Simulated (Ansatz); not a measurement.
H2O, singlet: CASSCF and its corrections

Program: Ansatz, Gaussian basis, development build. Basis cc-pVDZ, nonrelativistic, 1 orbital frozen in the corrections. State-specific CASSCF; RHF is the lowest restricted (open-shell) Hartree–Fock solution met. Solutions may break the symmetry of the shape. No proof that the lowest CASSCF solution was found.

Geometry:

```xyz
3

O     0.0000    0.0000   -0.1101
H     0.0000    0.6938    0.4404
H     0.0000   -0.6938    0.4404
```

(1) What do CASSCF and its corrections give against RHF in CAS(8,6), and what are the occupations?

Results:

(1) CASSCF -1.279 eV, SC-NEVPT2 -5.020 eV; occupations 2.00, 2.00, 1.98, 1.98, 0.02, 0.02.
